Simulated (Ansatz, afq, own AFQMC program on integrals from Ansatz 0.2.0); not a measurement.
## SiH$_{2}$O, triplet → SiH$_{2}$O⁺, doublet, worked out

```tsv
atom	x (Å)	y (Å)	z (Å)
Si	0.0000	0.0000	0.5550
O	0.0000	0.0000	-1.1214
H	0.0000	1.3319	1.1682
H	0.0000	-1.3319	1.1682
```

Connectivity, by distances: SiH2–O.

Both states at this geometry.

Basis cc-pVDZ. Noble-gas cores (and the filled d shells of Ga–Kr and In–Xe) are frozen. AFQMC by an in-house program on the Cholesky factors that Ansatz 0.2.0 writes for its CCSD(T) run. The CISD trial takes its coefficients from CCSD amplitudes. Released means that phaseless walkers are propagated on without the constraint, phases kept. Error bars are statistical, one sigma.

Total energies in eV. CBS is CCSD(T) at the limit of def2-TZVPP/QZVPP (MP2 extrapolated, CCSD(T) minus MP2 added); the highest rung of each member is named.

Cautions: SiH₂O (triplet): lower spins were not checked, its ph-AFQMC/CISD value lies 35 ± 11 meV above CCSDT(Q).

```json
{"member": "SiH₂O⁺, doublet", "count": "+1", "CCSD(T)/cc-pVDZ": "-9928.7177", "highest rung in cc-pVDZ": "-9928.7688", "which": "CCSDT(Q)", "CCSD(T)/CBS": "-9933.2541"}
{"member": "SiH₂O, triplet", "count": "-1", "CCSD(T)/cc-pVDZ": "-9935.6153", "highest rung in cc-pVDZ": "-9935.6571", "which": "CCSDT(Q)", "CCSD(T)/CBS": "-9940.5241"}
```

Question: Work out the best estimate of the vertical ionization energy: the CCSD(T)/CBS difference plus the step from CCSD(T) to the highest rung.

Answer: Sums with the counts: CCSD(T)/CBS 7.2700 eV, highest rung 6.8883 eV, CCSD(T)/cc-pVDZ 6.8976 eV. The step is 6.8883 − 6.8976 = -0.0093 eV, so the best estimate is 7.2700 + (-0.0093) = 7.2607 eV. The basis set is worth 0.372 eV of it. Zero-point, core-correlation and spin–orbit terms aren't in it. Past Ne the Hartree–Fock part of each CBS total tends to overshoot, since the cores don't follow the formula; that largely cancels in the difference.

Best estimates are given only where the step beyond CCSD(T) is under 0.3 eV and no member's determinant is very poor (T1 over 0.05, or 0.07 for open shells, ⟨S²⟩ too high by 0.3, two states mixed), so the hardest cases are missing from such tables.

CCSDT and higher add their correlation energy to the determinant of the CCSD(T) run, since their own runs factorise the integrals more tightly (a shift of under 2 meV). Each member of a difference takes its own highest rung, so a best estimate needn't equal the limit plus the step of one row.
